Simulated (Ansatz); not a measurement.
**HCl₂ (doublet): wave-function methods side by side at distance Cl1–H2 along a hydrogen transfer = 1.677 Å, cc-pVDZ**

How much of the correlation energy of HCl₂ (doublet) does each wave-function method recover here?

Method: cc-pVDZ, core rule «outside noble gas», up to 10 orbitals frozen; program: Ansatz 0.2.0, Gaussian basis.

Plan: UHF; CCSD(T) on ROHF; CCSD(T) on UHF; BCCD(T) on ROHF; CISD; CCSDT(Q) on ROHF; CCSDT(Q) on UHF; CASSCF and MRCISD+Q, 3 electrons in 3 orbitals; CASSCF and NEVPT2, 3 electrons in 3 orbitals; CASSCF and MRCISD+Q, 15 electrons in 9 orbitals; CASSCF and NEVPT2, 15 electrons in 9 orbitals.

9 further runs of the same task are left out: 8 that didn't finish, 1 set aside as unsound or not needed.

### 1 What is computed

The geometry derives from fragments relaxed apart (PBE0/def2-TZVP) and kept rigid, so it is no stationary point. A hydrogen atom is moved between rigid fragments.

3 atoms, charge 0, spin multiplicity 2.

Atoms are counted from 1 here; the program's logs count them from 0.

Bond lengths: H2–Cl3 1.350 Å.

Geometry (Å):

```xyz
3

Cl    0.00000    0.00000   -1.56800
H     0.00000    0.00000    0.10900
Cl    0.00000    0.00000    1.45900
```

### 2 UHF

in.yaml reads:

```yaml
crystal:
  periodic: [false, false, false]
  atoms:
    - {symbol: Cl, position_ang: [0.000000, 0.000000, -1.568000]}
    - {symbol: H, position_ang: [0.000000, 0.000000, 0.109000]}
    - {symbol: Cl, position_ang: [0.000000, 0.000000, 1.459000]}
basis:
  gaussian: {orbitals: cc-pVDZ}
magnetization: {spin_polarized: true, initial_magnetization: 1}
hamiltonian: {xc: hf}
output: {orbitals: {seedname: orbitals}}
```

On the command line:

```console
$ ansatz run in.yaml --threads 1 --pin off --events-out ev --progress --plain --max-ram 2393MiB
```

The runs that follow: CCSD(T) on ROHF; CCSD(T) on UHF; BCCD(T) on ROHF; CISD; CCSDT(Q) on ROHF; CCSDT(Q) on UHF; CASSCF and MRCISD+Q, 3 electrons in 3 orbitals; CASSCF and NEVPT2, 3 electrons in 3 orbitals; CASSCF and MRCISD+Q, 15 electrons in 9 orbitals; CASSCF and NEVPT2, 15 electrons in 9 orbitals.

Before running them: what should the planned runs give, taken together? Wanted: UCCSDT(Q) below the RHF energy; RMP2 from UCCSDT(Q); UMP2 from UCCSDT(Q); RCCSD from UCCSDT(Q); RCCSD(T) from UCCSDT(Q); UCCSD(T) from UCCSDT(Q); RCCSDT(Q) from UCCSDT(Q); NEVPT2 pair from UCCSDT(Q); MRCISD+Q pair from UCCSDT(Q).

**Answer**, as computed:

```
                         quantity                                                   value
   UCCSDT(Q) below the RHF energy                                              -8.5288 eV
              RMP2 from UCCSDT(Q)                                         +23.75 kcal/mol
              UMP2 from UCCSDT(Q)                                         +24.29 kcal/mol
             RCCSD from UCCSDT(Q)                                          +3.93 kcal/mol
          RCCSD(T) from UCCSDT(Q)                                          +0.68 kcal/mol
          UCCSD(T) from UCCSDT(Q)                                          +0.68 kcal/mol
         RCCSDT(Q) from UCCSDT(Q)                                          +0.01 kcal/mol
       NEVPT2 pair from UCCSDT(Q)                                         +22.61 kcal/mol
     MRCISD+Q pair from UCCSDT(Q)                                          +1.26 kcal/mol
    NEVPT2 valence from UCCSDT(Q)                                         +39.79 kcal/mol
levels within 1 kcal/mol (43 meV)  RCCSD(T), UCCSD(T), BCCD(T), RCCSDT, UCCSDT, RCCSDT(Q)
                    T1 diagnostic                                                   0.019
   effectively unpaired electrons                                                    1.01
```

**Reading.** RCCSD(T) lands +0.68 kcal/mol from the yardstick (0.3 % of the correlation energy). One determinant dominates. Of the multireference levels listed MRCISD+Q valence comes nearest in total energy (+1.12 kcal/mol), which doesn't show that its space is the better one. Coupled cluster took another determinant than the lowest Hartree-Fock one. These misses are within one basis, not against nature; the frozen cores of restricted and unrestricted runs differ, which can shift their rows.
